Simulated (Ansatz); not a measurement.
System: GeS (Pnma, No. 62). Method: PBE in Ansatz (plane waves, PAW).

Run with plane-wave cutoff 520 eV, 16×14×6 k mesh (along the axes of the cell as run), Fermi–Dirac smearing 0.05 eV, scalar-relativistic PAW data made under PBE.

Cell (relaxed at this level):

```xyz
8
Lattice="3.6650 0.0000 0.0000 0.0000 4.4602 0.0000 0.0000 0.0000 10.7831" Properties=species:S:1:pos:R:3 pbc="T T T"
Ge     0.9163     1.6268     4.0334
Ge     0.9163     0.6033     9.4250
Ge     2.7488     2.8334     6.7497
Ge     2.7488     3.8569     1.3582
S      0.9163     2.2433     1.6495
S      0.9163    -0.0131     7.0411
S      2.7488     2.2170     9.1336
S      2.7488     4.4734     3.7421
```

Q: Predict the bulk modulus and band gap.

A: 
- bulk modulus = 15.8 GPa
- band gap = 1.24 eV (on the SCF k mesh)

Measured, for comparison: band gap 1.65 eV (room temperature, no zero-point or thermal correction, our sources range from 1.58 to 1.65; as tabulated in Setten et al. (2017), arXiv:1709.07349).

Note: for a layered or molecular solid the relaxed cell lies over 5 % above the published volume, where the minimum can be shallow; the cell comes from a level without a dispersion term, which matters for the spacing of layers, chains or molecules; the volume lies 8 % above that of the published cell; the bulk modulus comes from volumes at which shape and atoms were relaxed.

Spin–orbit coupling is not included.

Static lattice: no zero-point or thermal effects.

The result took around 2.2 core-hours (rough).

Ansatz is a first-principles code.
